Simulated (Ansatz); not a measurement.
We consider MgSiP2 (I-42d, No. 122, 8 atoms in the cell), described by HSE06 in Ansatz (PAW).

Numerical settings: plane-wave cutoff 460 eV, 6×6×6 k mesh, Fermi–Dirac smearing 0.01 eV, scalar-relativistic PAW data made under PBE.

The cell has the measured lattice parameters. Conventional cell: a = 5.7209 Å, b = 5.7209 Å, c = 10.0950 Å, α = 90.00°, β = 90.00°, γ = 90.00°.

```
CELL_PARAMETERS angstrom
     -2.86045     2.86045     5.04750
      2.86045    -2.86045     5.04750
      2.86045     2.86045    -5.04750
ATOMIC_POSITIONS crystal
  Mg 0.00000 0.00000 0.00000
  Mg 0.75000 0.25000 0.50000
  Si 0.50000 0.50000 0.00000
  Si 0.25000 0.75000 0.50000
  P  0.87500 0.83257 0.45757
  P  0.16743 0.62500 0.04243
  P  0.37500 0.41743 0.54243
  P  0.58257 0.12500 0.95757
```

Problem. List the 22 lowest band energies at Γ above −25 eV (eV, relative to the valence band maximum), grouping those that round alike.

Solution. At Γ: -13.69, -10.51 (×2), -10.29, -9.09, -5.38, -4.53 (×2), -4.19, -3.46, -3.07, -1.93 (×2), -0.34 (×2), 0.00, 1.93, 3.14, 3.90, 4.78 (×2), 4.84.

Note: the run warned that its exchange threshold was loose for the stress; cell and atoms aren't relaxed at this level (pressure 0.5 GPa).

Ansatz is a first-principles code.
